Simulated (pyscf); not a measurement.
H₃C–SH + H₂ -> H₂C=S + H₂ + H₂ (multi-bond step; singlet surface; C–H, H–S, H–H broken, H–H, H–H formed). PySCF, gas phase, ωB97X-D3(BJ)/def2-SVP geometries. Energies in kcal/mol from the separated reactants.

```csv
level,barrier,reaction energy
PBE/def2-TZVP,56.7,+40.2
r²SCAN/def2-TZVP,60.8,+41.8
B3LYP-D3(BJ)/def2-TZVP,___,+39.4
M06-2X/def2-TZVP,___,___
ωB97M-D3(BJ)/def2-TZVP,69.1,+41.4
HF/def2-TZVP,95.7,+41.6
```

Q: What belongs in the gaps?

A: 
- B3LYP-D3(BJ)/def2-TZVP, barrier: 63.7
- M06-2X/def2-TZVP, barrier: 70.5
- M06-2X/def2-TZVP, reaction energy: +40.7

The functionals in the table span 13.8 kcal/mol in this barrier, from PBE to M06-2X. This is the saddle that the search found; another between the same sides may lie lower.
